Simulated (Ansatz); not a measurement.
System (SMILES): [Si-]#[O+] (O-Si).
Geometry (B3LYP-D3(BJ)/def2-TZVP, fixed):
```
Si
O 1 1.5131
```

How fast the dipole moment converges with the basis for several methods (Ansatz, a quantum-chemistry and plane-wave program): deviation from each method's own reference, in D. References: CCSD(T) 3.097 D, the value in aug-pcseg-3; HF 3.755 D, the value in aug-pcseg-3; MP2 3.000 D, the value in aug-pcseg-3; PBE 2.911 D, the value in aug-pcseg-3; PBE0 3.162 D, the value in aug-pcseg-3. All functions are spherical. In correlated methods cores are frozen. No added dispersion term, no relativity. The reference of a correlated method is not its basis-set limit, which lies further on.

```
basis            functions  CCSD(T)   HF     MP2     PBE    PBE0
---------------  ---------  -------  ---  ------  ------  ------
pcseg-1                 32   -0.230  ___  -0.344  -0.338  -0.268
def2-SVPD               47   -0.037  ___  -0.057  -0.014  -0.012
aug-pcseg-1             50    0.005  ___  -0.052  -0.082  -0.078
def2-TZVP               68   -0.163  ___  -0.158  -0.116  -0.095
jun-cc-pV(T+d)Z         87   -0.044  ___  -0.031  -0.011  -0.011
aug-cc-pV(T+d)Z        101   -0.031  ___  -0.025  -0.015  -0.015
cc-pV(Q+d)Z            119   -0.075  ___  -0.086  -0.072  -0.058
def2-QZVPPD            142   -0.022  ___  -0.024  -0.004  -0.005
```

Task: Complete the blanks.

Result: 
- pcseg-1, HF: -0.127
- def2-SVPD, HF: -0.005
- aug-pcseg-1, HF: -0.074
- def2-TZVP, HF: -0.068
- jun-cc-pV(T+d)Z, HF: -0.010
- aug-cc-pV(T+d)Z, HF: -0.012
- cc-pV(Q+d)Z, HF: -0.041
- def2-QZVPPD, HF: -0.008

Mean absolute deviation over def2-TZVP, jun-cc-pV(T+d)Z, aug-cc-pV(T+d)Z: HF 0.030, PBE0 0.040, PBE 0.047, MP2 0.071, CCSD(T) 0.079 D.
